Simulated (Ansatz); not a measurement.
# How far each method lies from RCCSDTQ for SiO, singlet

Geometry: MP2(full)/6-31G*, from the G2/97 set.

```yaml
atoms:
  - { symbol: Si, position_ang: [0.0000, 0.0000, 0.0000] }
  - { symbol: O, position_ang: [0.0000, 0.0000, 1.5423] }
```

Basis 6-31G* (Cartesian d functions); Ansatz 0.2.0. Only valence electrons are correlated (noble-gas cores frozen), which leaves 10 electrons in 28 orbitals. Prefix R: restricted or restricted open-shell reference. Active spaces: valence = (10e, 8o) chosen from the atoms' valence shells.

Full CI isn't at hand for all of this; RCCSDTQ serves as the reference, and is uncertain by about the last step of the cluster series.

The UHF ⟨S²⟩ is 0.000. The T1 diagnostic (RCCSD) is 0.0318 and the largest doubles amplitude (RCCSD) is 0.074.

```tsv
level	E − E(RCCSDTQ) (meV)	share of correlation (%)	wall time
RHF	7828	0.00	–
RMP2	461	94.11	–
CISD	936	88.04	0.51 s
RCCSD	373	95.23	–
RCCSD(T)	59	99.25	0.24 s
BCCD(T)	52	99.34	0.3 s
RCCSDT	40	99.49	–
CISDTQ	68	99.13	1.9 s (H100)
RCCSDT(Q)	-10	100.13	1.5 s
CASSCF (valence space)	4413	43.63	–
NEVPT2 (valence space)	1104	85.90	1.4 s
NEVPT4(SD) (valence space)	237	96.97	2 s
MRCISD (valence space)	335	95.72	–
MRCISD+Q (valence space)	101	98.71	2.1 s
```

The correlation energy at RCCSDTQ, counted from RHF, is -7.828 eV. That run took 5 s on 5 threads of AMD EPYC 7R13 with a whole H100 80 GB, shared host.

Times hold each run's SCF and search for its determinant on a shared host, so for small cases they say little of a method's own cost; rows without a card ran on 1 thread of AMD EPYC 7R13.

Natural occupations of CASSCF (valence space) about the gap: 1.998 1.996 1.973 1.950 1.950 0.052 0.052 0.029; effectively unpaired electrons, Σ n²(2−n)², 0.05.

Atomization energy (electronic, same basis, no zero-point term; atoms at the same level, unrestricted beside the R rows where the molecule is a closed shell, with restricted open-shell steps beyond CCSDT(Q)) at RCCSDTQ: 725.8 kJ/mol. Errors of other levels:

| level | error (kJ/mol) |
| --- | --- |
| RHF | -307.4 |
| RMP2 | 45.4 |
| CISD | -78.7 |
| RCCSD | -30.2 |
| RCCSD(T) | -4.3 |
| BCCD(T) | -3.4 |
| RCCSDT | -3.6 |
| CISDTQ | -6.3 |
| RCCSDT(Q) | 1.0 |
| CASSCF (valence space) | 7.0 |
| NEVPT2 (valence space) | -8.9 |
| NEVPT4(SD) (valence space) | -17.6 |
| MRCISD (valence space) | -21.8 |
| MRCISD+Q (valence space) | -13.6 |

This basis is far from its limit, so the value isn't to be set against a measured one. Truncated CI isn't size-consistent, which counts against it in atomization.
